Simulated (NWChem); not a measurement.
**One shape, several levels: CH2NOP (SMILES O=C=NP)**

Wanted: a comparison of 3 runs (HF/STO-3G, HF/3-21G, B3LYP/6-31G*) of CH2NOP. 

Program for the calculation: NWChem 7.3.0.

### 1 Starting point

The species is CH2NOP (6 atoms), meant as a singlet with charge 0. As SMILES, `O=C=NP`. Geometry: relaxed at PBE0-D4/def2-TZVP. This is one conformer, not always the lowest.

Bond lengths: O1–C2 1.165 Å, C2–N3 1.198 Å, N3–P4 1.702 Å, P4–H5 1.422 Å, P4–H6 1.422 Å. Angles: O1–C2–N3 175.4°, C2–N3–P4 142.6°, N3–P4–H5 97.2°, N3–P4–H6 97.2°, H5–P4–H6 92.0°.

### 2 Energy and forces at HF/STO-3G (run 1)

ch2nop.nw

```
start ch2nop
title "CH2NOP hf"
memory stack 880 mb heap 220 mb global 1100 mb
geometry noautosym nocenter noautoz
 O     1.232700   -2.074000    1.254800
 C     0.766600   -1.160300    0.703100
 N     0.376900   -0.185900    0.124400
 P    -1.036600    0.580400   -0.432400
 H    -0.568100    0.890800   -1.738100
 H    -0.729500    1.884900    0.042000
end
basis "ao basis" spherical bse
 O library STO-3G
 C library STO-3G
 N library STO-3G
 P library STO-3G
 H library STO-3G
end
scf
 singlet
 rhf
 thresh 1e-08
 maxiter 80
 print low
end
task scf gradient
```

Started as:

```console
$ nwchem ch2nop.nw > ch2nop.out
```

Standard output:

```text
[...]
  functions       =    26
[...]
  wavefunction    = RHF
[...]
         Total SCF energy =   -503.019309624526
      One-electron energy =   -969.550212676697
      Two-electron energy =    329.024528178399
 Nuclear repulsion energy =    137.506374873772
        Time for solution =      0.8s
[...]
                         RHF ENERGY GRADIENTS
    atom               coordinates                        gradient
                 x          y          z           x          y          z
   1 O       2.329465  -3.919292   2.371228   -0.031439   0.052244  -0.032000
   2 C       1.448664  -2.192649   1.328666    0.031583  -0.039314   0.024822
   3 N       0.712238  -0.351300   0.235082   -0.016551  -0.007532   0.002713
   4 P      -1.958890   1.096797  -0.817118    0.008355  -0.032940   0.019037
   5 H      -1.073553   1.683368  -3.284533    0.005014   0.007432  -0.018614
   6 H      -1.378555   3.561945   0.079368    0.003038   0.020111   0.004042
 Task  times  cpu:        1.2s     wall:        1.2s
 Total times  cpu:        1.3s     wall:        1.3s
```

Run time: 1.9 s. Hardware: 1 thread of Intel Xeon Platinum 8488C (Sapphire Rapids), shared host; peak memory 0.099 GiB.

### 3 Energy and forces at HF/3-21G (run 2)

nw.nw

```
start nw
title "CH2NOP hf"
memory stack 880 mb heap 220 mb global 1100 mb

geometry units angstroms noautosym nocenter noautoz
  O     1.232700   -2.074000    1.254800
  C     0.766600   -1.160300    0.703100
  N     0.376900   -0.185900    0.124400
  P    -1.036600    0.580400   -0.432400
  H    -0.568100    0.890800   -1.738100
  H    -0.729500    1.884900    0.042000
end

basis "ao basis" spherical bse
  * library 3-21G
end

scf
  thresh 1e-08
  maxiter 80
  print medium
end

task scf gradient
```

Started as:

```console
$ nwchem nw.nw > nw.out
```

Standard output:

```text
[...]
  functions       =    44
[...]
  wavefunction    = RHF
[...]
         Total SCF energy =   -506.379798262641
      One-electron energy =   -970.091175623860
      Two-electron energy =    326.205002487446
 Nuclear repulsion energy =    137.506374873772
        Time for solution =      1.2s
[...]
                         RHF ENERGY GRADIENTS
    atom               coordinates                        gradient
                 x          y          z           x          y          z
   1 O       2.329465  -3.919292   2.371228   -0.002469   0.006248  -0.003722
   2 C       1.448664  -2.192649   1.328666    0.003845  -0.033575   0.019087
   3 N       0.712238  -0.351300   0.235082   -0.024676   0.049585  -0.029872
   4 P      -1.958890   1.096797  -0.817118    0.016120  -0.024509   0.015056
   5 H      -1.073553   1.683368  -3.284533    0.003291   0.002764   0.002675
   6 H      -1.378555   3.561945   0.079368    0.003888  -0.000514  -0.003223
[...]
```

Wall time 2.4 s (1 thread of Intel Xeon Platinum 8488C (Sapphire Rapids), shared host); peak memory 0.098 GiB.

### 4 Energy and gradient at B3LYP/6-31G(d) (Cartesian functions) (run 3)

mol.xyz

```xyz
6

O      1.232700    -2.074000     1.254800
C      0.766600    -1.160300     0.703100
N      0.376900    -0.185900     0.124400
P     -1.036600     0.580400    -0.432400
H     -0.568100     0.890800    -1.738100
H     -0.729500     1.884900     0.042000
```

mol.nw

```
start mol
memory 2200 mb

geometry units angstroms noautosym nocenter noautoz
  load mol.xyz
end

basis cartesian
  * library 6-31G*
end

dft
  xc b3lyp
  grid xfine
  convergence energy 1e-08
  maxiter 100
  mulliken
  noprint "final vectors analysis"
end

task dft gradient
```

Started as:

```console
$ nwchem mol.nw > mol.out
```

Standard output:

```text
[...]
          Wavefunction type:  closed shell.
          No. of atoms     :     6
          No. of electrons :    38
[...]
          Charge           :     0
          Spin multiplicity:     1
[...]
          AO basis - number of functions:    68
[...]
              XC Information
              --------------
                         B3LYP Method XC Potential
                     Hartree-Fock (Exact) Exchange  0.200
                        Slater Exchange Functional  0.800 local
                    Becke 1988 Exchange Functional  0.720 non-local
              Lee-Yang-Parr Correlation Functional  0.810
                  VWN I RPA Correlation Functional  0.190 local
[...]
 d= 0,ls=0.0,diis     1   -510.5329868954 -6.48D+02  1.80D-02  9.26D-01     1.8
[...]
 d= 0,ls=0.0,diis    11   -510.6294632483 -7.40D-10  1.87D-07  9.14D-11    16.7
         Total DFT energy =     -510.629463248261
      One electron energy =     -974.394407204011
           Coulomb energy =      371.170107523036
    Exchange-Corr. energy =      -44.911538441059
 Nuclear repulsion energy =      137.506374873773
[...]
      Total Density - Mulliken Population Analysis
     ---------------------------------------------
    Atom       Charge   Shell Charges
 -----------   ------   -------------------------------------------------------
    1 O    8     8.39   1.99  0.92  2.88  0.99  1.61  0.01
    2 C    6     5.39   1.99  0.74  1.97  0.18  0.46  0.05
    3 N    7     7.52   1.99  0.77  2.53  0.86  1.36  0.00
    4 P   15    14.74   2.00  1.99  5.97  1.30  2.28  0.47  0.61  0.12
    5 H    1     0.98   0.52  0.47
    6 H    1     0.98   0.52  0.47
[...]
  wavefunction    = closed shell
                         DFT ENERGY GRADIENTS
    atom               coordinates                        gradient
                 x          y          z           x          y          z
   1 O       2.329465  -3.919292   2.371228   -0.011723   0.021677  -0.013165
   2 C       1.448664  -2.192649   1.328666    0.004587  -0.005614   0.003573
   3 N       0.712238  -0.351300   0.235082   -0.001445  -0.009556   0.005208
   4 P      -1.958890   1.096797  -0.817118    0.008033  -0.004314   0.003052
   5 H      -1.073553   1.683368  -3.284533    0.000134  -0.000411   0.001916
   6 H      -1.378555   3.561945   0.079368    0.000414  -0.001782  -0.000583
[...]
```

It took 23 s on 1 thread of Intel Xeon Platinum 8488C (Sapphire Rapids), shared host; peak memory 0.13 GiB.

### 5 Overview of the runs

| run | level | Cartesian functions | iteration cap | energy (Eh) | largest force (eV/Å) | wall time |
| --- | --- | --- | --- | --- | --- | --- |
| 1 | HF/STO-3G | no | 80 | -503.019310 | 3.541 | 1.9 s |
| 2 | HF/3-21G | no | 80 | -506.379798 | 3.236 | 2.4 s |
| 3 | B3LYP/6-31G* (Cartesian functions) | yes | 100 | -510.629463 | 1.437 | 23 s |

### 6 Summary of results

```
                       quantity          value
            run 3: total energy  -510.62946 Eh
           run 3: dipole moment         2.22 D
run 3: largest force on an atom     1.437 eV/Å
```

In run 1 the basis is minimal, so the values are rough. All runs together took 27 s, the longest 23 s.
